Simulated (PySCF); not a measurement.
Method: B3LYP-D3(BJ)/def2-TZVP // r2SCAN-D4/def2-SVP in PySCF. Gas-phase values, no solvent. B3LYP has the VWN-RPA correlation part, as in Gaussian. 

Reference species (SMILES): `[NH2]` (neutral, multiplicity 2).

dipole moment: 1.96 D
highest occupied spin orbital: -8.54 eV

Changed species: `[OH]` (free radical OH; the reference has free radical NH2).

### Question
Predict the effect on the dipole moment and highest occupied spin orbital.

### Answer
the dipole moment drops by 0.19 D, to 1.77 D; the highest occupied spin orbital falls by 0.30 eV, to -8.84 eV.
